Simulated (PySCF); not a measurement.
H2Si, SMILES [SiH2] (connectivity only; charge and spin as stated), charge +1, multiplicity 2. Atoms are numbered in the order given.

```xyz
3

Si     0.0000     0.0000    -0.0935
H      0.0000    -1.2898     0.6547
H      0.0000     1.2898     0.6547
```
Charge +1, spin multiplicity 2.

The structure is a stationary point at PBE0-D3(BJ)/def2-TZVPD. The isomer is the one that the SMILES or the coordinates give; other isomers of the formula were not compared.

Level of theory: PBE/pcH-1 run with PySCF.

Unrestricted Kohn–Sham, ⟨S²⟩ = 0.751. Hyperfine tensors hold the contact and dipolar terms, without spin-orbit corrections.

Computed hyperfine couplings:
| nucleus | A(iso) (MHz) | A(iso) (G) | dipolar principal values (MHz) |
|---|---|---|---|
| 29Si no. 1 | -701.9 | -250.5 | -185.8, 92.1, 93.7 |
| 1H no. 2 | 188.1 | 67.1 | -8.4, -1.8, 10.3 |
| 1H no. 3 | 188.1 | 67.1 | -8.4, -1.8, 10.3 |

### Question
And the g tensor (effective nuclear charges for spin-orbit coupling, GIAO)? (The exact figures need the calculation; the answer reports its results.)

### Answer
principal values 1.9819, 2.0021, 2.0056; isotropic 1.9965.
